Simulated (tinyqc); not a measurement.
Inside a calculation. Method: geometry optimisation on the UHF/sto-6g surface (energies and gradients from PySCF), for H2O, spin multiplicity 3. One step of it, computed by the program tinyqc.

Problem. Step 2: move. Quasi-Newton step p = -H^(-1) g (the inverse Hessian comes from BFGS updates; coordinates in the order x, y, z of each atom); steps longer than 0.5 bohr are cut back (factor 0.495 here).

positions after step 1 (bohr), order 1O, 2H, 3H:
$$\begin{pmatrix}
-0.042259 & -0.040797 & -0.279938 \\
0.056294 & 1.685104 & 1.363418 \\
-0.008366 & -1.447776 & 1.225766
\end{pmatrix}$$

gradient (hartree/bohr), order 1O, 2H, 3H:
$$\begin{pmatrix}
0.00555334 & 0.17030249 & 0.05825607 \\
-0.00705870 & -0.13189642 & -0.11380772 \\
0.00150536 & -0.03840607 & 0.05555166
\end{pmatrix}$$

inverse Hessian in use (bohr^2/hartree):
```
           1          2          3          4          5          6          7          8
1   3.332234   0.014809  -0.034357   0.000682   0.016885   0.009054   0.000418  -0.031694
2   0.014809   3.594854   0.245910  -0.015983  -0.315068  -0.249973   0.001174   0.053547
3  -0.034357   0.245910   2.361968   0.024506   0.568686   0.343040   0.009850  -0.814597
4   0.000682  -0.015983   0.024506   3.333010  -0.009180  -0.003728  -0.000359   0.025162
5   0.016885  -0.315068   0.568686  -0.009180   3.090814  -0.114627  -0.007705   0.557588
6   0.009054  -0.249973   0.343040  -0.003728  -0.114627   3.294377  -0.005326   0.364600
7   0.000418   0.001174   0.009850  -0.000359  -0.007705  -0.005326   3.333275   0.006531
8  -0.031694   0.053547  -0.814597   0.025162   0.557588   0.364600   0.006531   2.722198
9   0.025303   0.004062   0.628325  -0.020779  -0.454059  -0.304084  -0.004524   0.449997

           9
1   0.025303
2   0.004062
3   0.628325
4  -0.020779
5  -0.454059
6  -0.304084
7  -0.004524
8   0.449997
9   3.009092
```

Give: positions after step 2.

Solution.

positions after step 2 (bohr), order 1O, 2H, 3H:
$$\begin{pmatrix}
-0.0514 & -0.3850 & -0.3450 \\
0.0688 & 1.9138 & 1.5681 \\
-0.0118 & -1.3322 & 1.0861
\end{pmatrix}$$
